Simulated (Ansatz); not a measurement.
Reaction: C2H3N (SMILES CC#N) → CH3 (SMILES [CH3], doublet) + CN (SMILES [C]#N, doublet) (the C-C bond breaks)
Each species at its own B3LYP-D3(BJ)/def2-TZVP minimum (Ansatz, an electronic-structure program).

Total energies in hartree (Ansatz). Radicals and triplets start from unrestricted determinants; spin-orbit coupling is neglected. Cores are frozen in correlated methods. No relativity. The UHF reference of CN ([C]#N, doublet) is spin-contaminated (<S^2> up to 0.37 over the pure value in the sets run).

```csv
species,HF/cc-pVTZ,CCSD(T)/cc-pVTZ,HF/cc-pVQZ,CCSD(T)/cc-pVQZ,CCSD(T)/cc-pVDZ,CCSDT(Q)/cc-pVDZ
"1: C2H3N (acetonitrile, SMILES CC#N)",-131.97382,-132.52744,-131.98271,-132.56554,-132.39798,-132.40002
"2: CH3 (SMILES [CH3], doublet)",-39.57748,-39.76098,-39.58026,-39.77245,-39.71583,-39.71634
"3: CN (SMILES [C]#N, doublet)",-92.23520,-92.56541,-92.24165,-92.58980,-92.48814,-92.49250
```

### Question
Work out the bond dissociation energy (electronic) in kJ/mol: take Hartree-Fock from cc-pVQZ, extrapolate the CCSD(T) correlation energy as X^-3 (X = 3, 4), and add CCSDT(Q) - CCSD(T) in cc-pVDZ. 1 hartree = 2625.5 kJ/mol.

### Answer

Species 1: correlation (64·(-0.58283) - 27·(-0.55362))/37 = -0.60415; step -0.00204; E1 = -131.98271 + (-0.60415) + (-0.00204) = -132.58890
Species 2: correlation (64·(-0.19219) - 27·(-0.18350))/37 = -0.19853; step -0.00051; E2 = -39.58026 + (-0.19853) + (-0.00051) = -39.77930
Species 3: correlation (64·(-0.34815) - 27·(-0.33021))/37 = -0.36124; step -0.00436; E3 = -92.24165 + (-0.36124) + (-0.00436) = -92.60725
-1·E1 +1·E2 +1·E3 = 0.20235 hartree = 531.3 kJ/mol.
